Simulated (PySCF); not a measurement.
**Two probes of the same atoms: core binding energy and nuclear shielding**

Species: cis-2,trans-4-hexadiene, C6H10.
Numbering: `[CH3:1]/[CH:2]=[CH:3]\[CH:4]=[CH:5]\[CH3:6]`

Binding energies: delta-SCF UKS SCAN, pcX-2 on the ionised atom, pcseg-1 elsewhere, spin-free X2C in PySCF. Shieldings: GIAO PBE0/pcSseg-1, non-relativistic, same geometry.

```json
{"atom": "C1", "C 1s (eV)": "290.58"}
{"atom": "C2", "C 1s (eV)": "289.72"}
{"atom": "C3", "C 1s (eV)": "290.04"}
{"atom": "C4", "C 1s (eV)": "290.06"}
{"atom": "C5", "C 1s (eV)": "289.78"}
{"atom": "C6", "C 1s (eV)": "290.64"}
```

Question: What are the absolute isotropic shieldings of these atoms?

Answer: 
```json
{"atom": "C2", "environment": "alkene CH carbon", "C 1s (eV)": "289.72", "isotropic shielding (ppm)": "52.2"}
{"atom": "C5", "environment": "alkene CH carbon", "C 1s (eV)": "289.78", "isotropic shielding (ppm)": "47.3"}
{"atom": "C3", "environment": "alkene CH carbon", "C 1s (eV)": "290.04", "isotropic shielding (ppm)": "47.6"}
{"atom": "C4", "environment": "alkene CH carbon", "C 1s (eV)": "290.06", "isotropic shielding (ppm)": "51.1"}
{"atom": "C1", "environment": "allylic carbon", "C 1s (eV)": "290.58", "isotropic shielding (ppm)": "168.4"}
{"atom": "C6", "environment": "allylic carbon", "C 1s (eV)": "290.64", "isotropic shielding (ppm)": "162.7"}
```

Over these 6 sites the two quantities correlate at r = 0.93. By binding energy: C2 < C5 < C3 ≈ C4 < C1 < C6. By shielding: C5 ≈ C3 < C4 < C2 < C6 < C1.

The unrestricted hole states depart most from a pure doublet (⟨S²⟩ = 0.75; over 0.85 named) for C 1s of C3 (0.86) and C 1s of C4 (0.87), which makes these values less certain. The structure is a single PBE0-D3(BJ)/def2-SVP conformer in the gas phase; no vibrational or solvent corrections.

The values belong to the conformer `[CH3:1]/[CH:2]=[CH:3]\[CH:4]=[CH:5]\[CH3:6]`: C2–C3–C4–C5 180°.
